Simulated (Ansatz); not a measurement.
C4H4S, charge +1, quartet, at a GFN2-xTB geometry of the parent state (a state made from the parent by changing its charge; the spin is typed, not shown lowest); R2SCAN/STO-3G in Ansatz (a first-principles code).

The Ansatz input:
Ansatz 0.2 input:
```yaml
crystal:
  periodic: [false, false, false]
  atoms:
    - {symbol: C, position_ang: [0.35092478, -1.44730662, 0.17002423]}
    - {symbol: C, position_ang: [-0.95647938, -1.13310453, 0.21903019]}
    - {symbol: C, position_ang: [-1.19845781, 0.28467556, 0.04537170]}
    - {symbol: S, position_ang: [0.28246175, 1.20363624, -0.18147496]}
    - {symbol: C, position_ang: [1.19697211, -0.29100648, -0.04441717]}
    - {symbol: H, position_ang: [0.77466952, -2.42903399, 0.27239484]}
    - {symbol: H, position_ang: [-1.77115108, -1.81720929, 0.36782085]}
    - {symbol: H, position_ang: [-2.14437716, 0.78394528, 0.04428006]}
    - {symbol: H, position_ang: [2.26371244, -0.27542949, -0.12095013]}
basis:
  gaussian:
    orbitals: STO-3G
hamiltonian:
  xc: r2scan
total_charge: 1
magnetization: {spin_polarized: true, initial_magnetization: 3}
```

Question: Predict the main parts of the log of this Ansatz run.

Answer: 
```
Functional definition: r2SCAN
436 factors; integrals over basis functions are off by at most 5.6e-5 eV
mean field evaluation 1: about -14862.0184 eV, gradient 1.5e1 eV
mean field evaluation 2: about -14857.2073 eV, gradient 2.7e1 eV
mean field evaluation 4: about -14863.9361 eV, gradient 1.5e0 eV
mean field evaluation 8: about -14863.8515 eV, gradient 2.8e-2 eV
mean field evaluation 16: about -14863.8515 eV, gradient 2.4e-5 eV
mean field -14863.85147751 eV, -546.2364667182 hartree, gradient 2.4e-5 eV, S^2 3.756824; 0 other end points of the search recorded, 0 dependent functions left out
reference -14863.85148350 eV, -546.2364669384 hartree; 23, 20 occupied and 10, 13 virtual orbitals, 436 factors
Total energy: -14863.85148350 eV, -546.2364669384 hartree
```
